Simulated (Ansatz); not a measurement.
How far each method lies from full CI for BH4⁺, singlet

All five atoms lie in one plane.

Geometry: a point of a stretch scan, not a stationary point.

```
atom    x (Å)    y (Å)    z (Å)
   B   0.0003   0.0126  -0.0127
   H  -0.0153   0.8740   0.8371
   H  -0.0257  -1.0227   1.0362
   H   0.0216   0.8626  -0.8739
   H   0.0159  -0.8488  -0.8626
```

Basis cc-pVDZ; Ansatz 0.2.0. Correlated methods freeze the noble-gas cores, which leaves 6 electrons in 33 orbitals. R marks a restricted (for open shells ROHF) determinant. Active spaces: valence = (6e, 8o) chosen from the atoms' valence shells; pair = (2e, 2o) about the gap.

Full CI is exact within this basis and frozen core; it isn't the basis-set limit.

- UHF ⟨S²⟩: 0.000
- T1 diagnostic (RCCSD): 0.0101
- largest doubles amplitude (RCCSD): 0.139

```json
{"level": "RHF", "E − E(full CI) (kcal/mol)": "88.08", "share of correlation (%)": "0.00", "wall time": "–"}
{"level": "RMP2", "E − E(full CI) (kcal/mol)": "19.70", "share of correlation (%)": "77.63", "wall time": "–"}
{"level": "CISD", "E − E(full CI) (kcal/mol)": "5.67", "share of correlation (%)": "93.57", "wall time": "0.54 s"}
{"level": "RCCSD", "E − E(full CI) (kcal/mol)": "2.45", "share of correlation (%)": "97.21", "wall time": "–"}
{"level": "RCCSD(T)", "E − E(full CI) (kcal/mol)": "0.53", "share of correlation (%)": "99.39", "wall time": "0.57 s"}
{"level": "BCCD(T)", "E − E(full CI) (kcal/mol)": "0.53", "share of correlation (%)": "99.40", "wall time": "0.36 s"}
{"level": "RCCSDT", "E − E(full CI) (kcal/mol)": "0.14", "share of correlation (%)": "99.84", "wall time": "–"}
{"level": "RCCSDT(Q)", "E − E(full CI) (kcal/mol)": "0.03", "share of correlation (%)": "99.97", "wall time": "1 s"}
{"level": "CASSCF (pair space)", "E − E(full CI) (kcal/mol)": "71.77", "share of correlation (%)": "18.51", "wall time": "–"}
{"level": "NEVPT2 (pair space)", "E − E(full CI) (kcal/mol)": "16.47", "share of correlation (%)": "81.30", "wall time": "0.21 s"}
{"level": "MRCISD (pair space)", "E − E(full CI) (kcal/mol)": "3.67", "share of correlation (%)": "95.84", "wall time": "–"}
{"level": "MRCISD+Q (pair space)", "E − E(full CI) (kcal/mol)": "-0.44", "share of correlation (%)": "100.50", "wall time": "0.39 s"}
{"level": "CASSCF (valence space)", "E − E(full CI) (kcal/mol)": "37.81", "share of correlation (%)": "57.07", "wall time": "–"}
{"level": "NEVPT2 (valence space)", "E − E(full CI) (kcal/mol)": "10.32", "share of correlation (%)": "88.28", "wall time": "1.8 s"}
{"level": "MRCISD (valence space)", "E − E(full CI) (kcal/mol)": "1.28", "share of correlation (%)": "98.55", "wall time": "–"}
{"level": "MRCISD+Q (valence space)", "E − E(full CI) (kcal/mol)": "0.20", "share of correlation (%)": "99.77", "wall time": "2.8 s"}
```

The correlation energy at full CI, counted from RHF, is -3.819 eV. That run took 20 s on 1 thread of Intel Xeon Platinum 8375C, shared host over 7,516,936 determinants.

Times hold each run's SCF and search for its determinant on a shared host, so for small cases they say little of a method's own cost; they ran on 1 thread of Intel Xeon Platinum 8375C.

More than 5 meV below full CI, which no variational method can be: MRCISD+Q (pair space).

The full-CI state has the irrep A1 of C2v, in the program's axes.

Natural occupations of full CI about the gap: 1.962 1.937 1.911 0.091 0.020 0.014 0.012 0.012 0.010 0.006; effectively unpaired electrons, Σ n²(2−n)², 0.08.
